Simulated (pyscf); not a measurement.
Single points on ωB97X-D3(BJ)/def2-SVP structures (PySCF, gas phase).

Q: PBE/def2-TZVP puts the barrier of HS–SnH₂–GeH₃ + hydrogen (H₂) → H₃Ge–SnH₃ + H₂S (four-centre exchange; singlet surface; S–Sn, H–H broken, H–Sn, H–S formed) at 1.81 eV and the reaction energy at +0.40 eV, from the separated reactants. What do B3LYP-D3(BJ)/def2-TZVP, M06-2X/def2-TZVP, ωB97M-D3(BJ)/def2-TZVP give on the same structures?

A: B3LYP-D3(BJ): ΔE‡ = 2.07 eV, ΔE = +0.44 eV; M06-2X: ΔE‡ = 2.19 eV, ΔE = +0.55 eV; ωB97M-D3(BJ): ΔE‡ = 2.21 eV, ΔE = +0.35 eV. PBE's barrier lies under all of them, by 0.26 to 0.39 eV. Its reaction energy lies among theirs. Low barriers are usual for a GGA, whose delocalisation error favours stretched bonds. This is the saddle that the search found; another between the same sides may lie lower. Elements up to Kr have no core potential and no relativistic terms here. Elements past Kr carry the def2 core potentials, without spin-orbit coupling.
